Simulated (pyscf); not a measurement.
Single points on ωB97X-D3(BJ)/def2-SVP structures (PySCF, gas phase).

SMILES: C[N](C)[Sn]([OH])([OH])[OH]
```xyz
16

C     -1.1770     0.3562     1.9343
N     -0.4289    -0.5367     1.0718
C      0.3048    -1.5889     1.7439
Sn     0.2223     0.1194    -0.6936
O      1.8757     1.1897    -0.7724
O      0.6693    -1.4226    -1.8398
O     -1.2352     1.2547    -1.3699
H     -1.9430    -0.2073     2.4997
H     -1.6995     1.1133     1.3295
H     -0.5370     0.8812     2.6729
H      0.8060    -2.2341     1.0042
H     -0.3850    -2.2283     2.3266
H      1.0753    -1.2069     2.4449
H      2.5376     0.7633    -1.3320
H     -0.0705    -2.0363    -1.9273
H     -0.8971     1.9738    -1.9180
```

How much does it cost (ΔH, 298 K, ωB97M-D3(BJ)/def2-TZVP) to split H₃C–N(CH₃)–Sn(OH)(OH)–OH (SMILES C[N](C)[Sn]([OH])([OH])[OH]) at its H–O bond into H₃C–N(CH₃)–Sn(O•)(OH)–OH + H•?

H–O to H₃C–N(CH₃)–Sn(O•)(OH)–OH + H•: 5.11 eV. The 7 functionals that were run give +4.57 (PBE) to +5.26 eV (M06-2X). Other isomers of H₃C–N(CH₃)–Sn(O•)(OH)–OH were not searched in full and may lie lower. Elements past Kr carry the def2 core potentials, without spin-orbit coupling.
